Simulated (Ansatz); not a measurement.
**Rock-salt NaI: LA phonon frequency at X by level of theory**

No measured value is used here.

```tsv
level (code)	value (cm⁻¹)	cell (Å³/atom)
LDA (Ansatz)	57	30.66
PBE (Ansatz)	60	34.80
r²SCAN (Ansatz)	___	33.71
```

Task: Some entries are withheld; supply them.

Result: 
- r²SCAN (Ansatz, a program for electronic structure), value (cm⁻¹): 64

Each level is taken at its own relaxed cell. Cutoffs differ between the levels. Ansatz's density-functional and Hartree–Fock values are scalar-relativistic unless marked +SOC, with PAW data made under PBE.
